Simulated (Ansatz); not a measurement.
in.yaml

```yaml
crystal:
  periodic: [false, false, false]
  atoms:
    - {symbol: O, position_ang: [0.000000, 0.000000, 0.000000]}
    - {symbol: O, position_ang: [0.000000, 0.000000, 1.192971]}
basis:
  gaussian: {orbitals: 6-31G, fitting: {mean_field: def2-universal-jkfit}}
total_charge: 1
magnetization: {spin_polarized: false, initial_magnetization: 1}
correlation: {method: ccsd, electrons: all}
accuracy: high
```

```sh
$ ansatz run in.yaml --threads 1 --pin off --events-out ev --progress --plain --max-ram 2502MiB
```

Output:

```
154 factors; integrals over basis functions are off by at most 3.9e-3 eV
mean field evaluation 1: about -4055.0265 eV, gradient 8.0e0 eV
mean field evaluation 2: about -4055.1851 eV, gradient 1.5e0 eV
mean field evaluation 4: about -4055.1923 eV, gradient 2.5e-1 eV
mean field evaluation 8: about -4055.1925 eV, gradient 5.5e-3 eV
mean field evaluation 16: about -4055.1925 eV, gradient 1.1e-7 eV
mean field evaluation 32: about -4055.1925 eV, gradient 4.3e-9 eV
mean field evaluation 64: about -4046.7827 eV, gradient 2.6e0 eV
mean field -4055.24925153 eV, -149.0276612471 hartree, gradient 9.1e-9 eV, S^2 0.750000; 5 other end points of the search recorded, 0 dependent functions left out
mean field evaluation 96: about -4055.3788 eV, gradient 4.6e-1 eV
mean field evaluation 128: about -4055.3806 eV, gradient 4.8e-4 eV
mean field evaluation 160: about -4056.2939 eV, gradient 2.3e0 eV
mean field evaluation 192: about -4056.3944 eV, gradient 1.1e0 eV
determinant -4055.24925153 eV, -149.0276612471 hartree, with singles and doubles -4063.37089345 eV, -149.3261260826 hartree
determinant -4055.19248361 eV, -149.0255750646 hartree, with singles and doubles -4063.34595268 eV, -149.3252095263 hartree
determinant -4055.24925153 eV, -149.0276612471 hartree, with singles and doubles -4063.37228625 eV, -149.3261772671 hartree
determinant -4055.19248361 eV, -149.0255750646 hartree, with singles and doubles -4063.34545911 eV, -149.3251913876 hartree
determinant -4055.10744988 eV, -149.0224501326 hartree, with singles and doubles -4063.34905218 eV, -149.3253234308 hartree
determinant -4055.10744988 eV, -149.0224501326 hartree, with singles and doubles -4063.34572488 eV, -149.3252011546 hartree
unrestricted determinant -4056.40832181 eV, -149.0702562944 hartree, S^2 1.3821
reference -4055.19248361 eV, -149.0255750646 hartree; 8, 7 occupied and 10, 11 virtual orbitals, 154 factors
second order -9.31505804 eV of doubles, -0.11990982 eV of singles
cycle   1  -8.15299296 eV  change   -1.7e-5 eV  update   2.1e-6
cycle   2  -8.15298849 eV  change    4.5e-6 eV  update   1.2e-6
cycle   3  -8.15299349 eV  change   -5.0e-6 eV  update   6.1e-7
cycle   4  -8.15299343 eV  change    6.6e-8 eV  update   1.4e-7
cycle   5  -8.15299353 eV  change   -1.0e-7 eV  update   4.9e-8
cycle   6  -8.15299344 eV  change    9.0e-8 eV  update   5.6e-8
cycle   7  -8.15299345 eV  change   -1.5e-8 eV  update   2.7e-8
cycle   8  -8.15299342 eV  change    3.0e-8 eV  update   8.8e-9
cycle   9  -8.15299342 eV  change    5.8e-9 eV  update   2.8e-9
cycle  10  -8.15299342 eV  change    2.3e-9 eV  update  7.9e-10
cycle  11  -8.15299342 eV  change   5.3e-10 eV  update  2.4e-10
WARN: the results are in doubt because among natural orbitals full CI differs from the method by -0.207 eV
Total energy: -4063.34547703 eV, -149.3251920463 hartree
In doubt: among natural orbitals full CI differs from the method by -0.207 eV
```

Ran on 1 thread of Arm Neoverse V1, shared host: 0.84 s wall, 0.07 GiB peak host memory.
